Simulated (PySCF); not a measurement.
# How methods differ on the ionisation energy of O

O [He] 2s2 2p4 (3P) → O⁺ [He] 2s2 2p3 (4S), as a difference of total energies. Computed with PySCF 2.14 in aug-cc-pVDZ (4s3p2d, 23 functions), with the non-relativistic Hamiltonian (point nucleus). Correlated levels: valence: 1s2 frozen. The calculations carry no spin-orbit coupling.

```json
{"method": "UHF", "ionisation energy (eV)": "12.057", "error (eV)": "-1.551"}
{"method": "BP86", "ionisation energy (eV)": "14.222", "error (eV)": "+0.614"}
{"method": "PBE", "ionisation energy (eV)": "14.049", "error (eV)": "+0.441"}
{"method": "MP2 (valence)", "ionisation energy (eV)": "13.095", "error (eV)": "-0.513"}
{"method": "SCS-MP2 (valence)", "ionisation energy (eV)": "13.115", "error (eV)": "-0.493"}
{"method": "CCSD (valence)", "ionisation energy (eV)": "13.120", "error (eV)": "-0.488"}
{"method": "CCSD(T) (valence)", "ionisation energy (eV)": "13.148", "error (eV)": "-0.460"}
```

Reference: 13.608 eV (measured; NIST levels, between the centres of gravity of the two terms).

Errors of the correlated levels include the incompleteness of this basis and the frozen core.
